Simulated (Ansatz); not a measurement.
Compare A (`CCCC(=O)OC`) with its isomer B (`CC1OCCCO1`).

Gas-phase electronic energies from Ansatz, PBE0-D4/def2-TZVP geometries. CCSD(T)/CBS is the MP2 limit (def2-TZVPP, def2-QZVPP) plus CCSD(T) − MP2 in def2-TZVPP, frozen cores. Functionals use def2-TZVPP. One conformer a species, not always the lowest.

A:

```xyz
17

C    -2.1422    1.4750   -1.2413
C    -0.9230    1.2940   -0.3549
C    -0.4211   -0.1363   -0.3592
C     0.7856   -0.3482    0.5105
O     1.3335    0.4947    1.1684
O     1.1923   -1.6256    0.4662
C     2.3333   -1.9276    1.2612
H    -1.9213    1.2135   -2.2801
H    -2.9709    0.8414   -0.9124
H    -2.4911    2.5095   -1.2276
H    -0.1167    1.9574   -0.6791
H    -1.1537    1.5892    0.6722
H    -0.1618   -0.4633   -1.3723
H    -1.1985   -0.8310   -0.0224
H     2.5279   -2.9876    1.1129
H     3.1923   -1.3346    0.9438
H     2.1354   -1.7204    2.3140
```

B:

Z-matrix (Å, degrees):
```
C
C 1 1.520
H 1 1.091 2 109.3
H 1 1.090 2 113.0 3 -120.5
H 1 1.091 2 109.3 3 119.0
O 2 1.405 1 112.7 3 56.5
O 2 1.405 1 112.7 3 -175.4
H 2 1.092 1 109.3 3 -59.5
C 6 1.413 2 113.8 1 72.9
C 7 1.413 2 113.8 1 -72.9
C 9 1.516 6 110.4 2 55.3
H 9 1.091 6 106.0 2 176.5
H 9 1.100 6 110.8 2 -67.2
H 10 1.100 7 110.8 2 67.2
H 10 1.091 7 105.9 2 -176.5
H 11 1.094 9 110.6 6 -174.6
H 11 1.094 9 109.4 6 66.2
```

Problem. Which isomer does CCSD(T)/CBS put lower? Give the gap. (Best estimate.)

Solution. Computed: A, by 77.4 kJ/mol.

Problem. Give E(B) − E(A) in kJ/mol with HF/def2-TZVPP, PBE0-D4, CCSD/def2-TZVPP, ωB97M-V, B2PLYP, r2SCAN-D4, PBE-D4. (Best estimate.)

Solution. Computed: HF/def2-TZVPP 99.6, PBE0-D4 75.9, CCSD/def2-TZVPP 78.0, ωB97M-V 79.7, B2PLYP 94.6, r2SCAN-D4 87.6, PBE-D4 87.3. None reverses the order clearly.

Largest T1 diagnostic: 0.013.

From PBE to PBE0 (25 % exact exchange), in def2-TZVPP and without D4, E(B) − E(A) moves by −12.5 kJ/mol. The D4 term adds −10.4 kJ/mol with B3LYP and −5.4 kJ/mol with PBE0; it sums over pairs of atoms, weighted by their polarisabilities, and B3LYP, whose exchange is more repulsive, gets the larger term.

B3LYP here is the variant with VWN-RPA as its local correlation; programs differ in this.
